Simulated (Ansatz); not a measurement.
## Point defect: S vacancy in WS2

All numbers below come from DFT PBEsol, scalar-relativistic, plane waves, PAW (Ansatz 0.2.0). Run with 420 eV cutoff, 2×2×2 k-mesh, Gaussian smearing of 0.01 eV, collinear spin in charge -1 alone.

Host crystal, relaxed:

```
W S
1.0
     3.14608    0.00000    0.00000
    -1.57304    2.72459    0.00000
     0.00000    0.00000   12.70460
W S
2 4
Direct
  0.33333 0.66667 0.25000
  0.66667 0.33333 0.75000
  0.33333 0.66667 0.62660
  0.66667 0.33333 0.12660
  0.33333 0.66667 0.87340
  0.66667 0.33333 0.37340
```

Supercell of 42 atoms, rows in host cell vectors: 1 -2 0; -3 -1 0; 0 0 -1. Atoms relax at the host's cell from a start displaced at random by 0.06 Å near the defect, so other minima may exist. The cell is small, so energies carry finite-size errors of tenths of an eV. The host's Kohn–Sham gap is 1.10 eV. Atoms are taken from and returned to the elements' standard states. Charged cells are corrected for image charges with the computed static dielectric tensor (mean 10.8) and aligned with the host's potential at far atoms (alignment terms reach 0.45 eV; the program doubts the alignment in some charges, where it is up to 0.45 eV). No band-filling term is added, and the Fermi level counts from the host's valence band top.

Spin-orbit coupling is left out, which matters for the bands and energies of heavy elements.

Defect: S vacancy set at (0.333, 0.667, 0.627) of the host cell. Before relaxation its nearest neighbours are 3 W at 2.40 Å.

| charge | E_f at the valence band top (eV) | over the neutral state (eV) | moment (μB) | largest move (Å) | atoms near the site |
| --- | --- | --- | --- | --- | --- |
| 0 | 3.07 | 0.00 | 0.00 | 0.07 | 1 W at 2.36 Å, 2 W at 2.37 Å |
| -1 | 4.31 | 1.24 | 0.25 | 0.10 | 1 W at 2.33 Å, 1 W at 2.37 Å, 1 W at 2.41 Å |

Among the charges computed the stable one is 0 at the valence band top and stays so across the gap. In charge -1 the extra carrier would gain by moving to a band edge of the host, so it isn't bound in the gap, though by less than the errors named above. In charge -1 the cell has partly filled bands: a level of the defect may be part filled, the carrier may sit in the host's bands, or levels may cross between the k points, so transitions that involve it are doubtful. Without the alignment that the program doubts, the level (0/-1) would lie at 0.79 eV, inside the gap, so these runs don't decide whether the defect changes charge there. Fractional moments come from partly filled bands of the small cell.

Cost: 3 runs of about 57 core-minutes in all, on Arm Neoverse V1 (shared hosts).